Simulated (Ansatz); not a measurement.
**CH₄FNOS: up Jacob's ladder to CCSD(T)**

One table from this session's results is given with a row withheld; the runs are named, their logs left out.

Method: functionals in def2-TZVPP, the program's frozen cores in correlated methods; program: Ansatz 0.2.0, Gaussian basis.

Plan: LDA (SPW92), PBE-D4, revPBE-D4, BLYP-D4, r2SCAN-D4, B97M-V, PBE0-D4, B3LYP-D4, r2SCANh-D4, r2SCAN0-D4, HSE06-D4, BHLYP-D4, CAM-B3LYP-D4, LC-ωPBE, ωB97X-V, ωB97M-V, B2PLYP, PBE-QIDH; CCSD(T)/def2-SVP; CCSD(T)/def2-TZVPP; MP2/def2-QZVPP; extrapolation to the limit; RPA on PBE.

### Structure used throughout

All runs share one geometry, relaxed beforehand with PBE0-D4 in a triple-zeta def2 set.

SMILES `NC(O)(F)S`, 9 atoms, charge 0, spin multiplicity 1.

Atoms are counted from 1 here; the program's logs count them from 0.

Bond lengths: N1–C2 1.421 Å, N1–H6 1.011 Å, N1–H7 1.011 Å, C2–O3 1.366 Å, C2–F4 1.377 Å, C2–S5 1.826 Å, O3–H8 0.967 Å, S5–H9 1.343 Å. Angles: C2–N1–H6 110.9°, C2–N1–H7 111.5°, H6–N1–H7 110.0°, N1–C2–O3 111.1°, N1–C2–F4 106.0°, N1–C2–S5 112.8°, O3–C2–F4 109.6°, O3–C2–S5 108.6°, F4–C2–S5 108.6°, C2–O3–H8 106.3°, C2–S5–H9 95.6°.

The first run:

in.yaml

```yaml
crystal:
  periodic: [false, false, false]
  atoms:
    - {symbol: N, position_ang: [0.404054, 0.183217, -1.197785]}
    - {symbol: C, position_ang: [0.096417, -0.159258, 0.146187]}
    - {symbol: O, position_ang: [-1.045161, -0.905744, 0.215257]}
    - {symbol: F, position_ang: [1.162631, -0.901681, 0.601997]}
    - {symbol: S, position_ang: [-0.099303, 1.302816, 1.222786]}
    - {symbol: H, position_ang: [-0.300595, 0.797746, -1.583423]}
    - {symbol: H, position_ang: [1.316566, 0.613376, -1.270550]}
    - {symbol: H, position_ang: [-0.962265, -1.591500, -0.461554]}
    - {symbol: H, position_ang: [-0.483844, 0.614828, 2.310085]}
basis:
  gaussian: {orbitals: def2-TZVPP}
hamiltonian: {xc: lda}
output: {orbitals: {seedname: orbitals}}
```

Launch:

```bash
ansatz run in.yaml --threads 4 --pin off --events-out ev --progress --plain --max-ram 10444MiB
```

Among the steps run: LDA; PBE-D4 (GGA); revPBE-D4 (GGA); BLYP-D4 (GGA); r2SCAN-D4 (meta-GGA); B97M-V (meta-GGA); PBE0-D4 (hybrid); B3LYP-D4 (hybrid); r2SCANh-D4 (hybrid); r2SCAN0-D4 (hybrid); HSE06-D4 (hybrid); BHLYP-D4 (hybrid); CAM-B3LYP-D4 (range-separated); LC-ωPBE (range-separated); ωB97X-V (range-separated); ωB97M-V (range-separated); B2PLYP (double hybrid); PBE-QIDH (double hybrid).

One table of the session follows, with a row left open; its other results are not shown here.

It belongs to the step «Frontier levels by functional». 

```
  functional  HOMO (eV)  gap (eV)
 LDA (SPW92)      -6.17      5.19
      PBE-D4      -6.03      5.25
   revPBE-D4      -5.97      5.29
     BLYP-D4      -5.89      5.17
   r2SCAN-D4      -6.33      5.86
      B97M-V      -6.42      5.90
     PBE0-D4      -7.36      7.56
    B3LYP-D4      -7.12      7.01
  r2SCANh-D4      -6.82      6.71
  r2SCAN0-D4      -7.56      7.97
    HSE06-D4      -6.96      6.78
    BHLYP-D4      -8.56      9.62
CAM-B3LYP-D4      -8.77      9.95
     LC-ωPBE     -10.22     12.69
     ωB97X-V      -9.83     12.13
     ωB97M-V          ?         ?
```

**Question.** Estimate the row for ωB97M-V.

**Answer.** HOMO (eV): -9.65; gap (eV): 11.63. In the column «HOMO (eV)» it lies between ωB97X-V (-9.83) and CAM-B3LYP-D4 (-8.77).
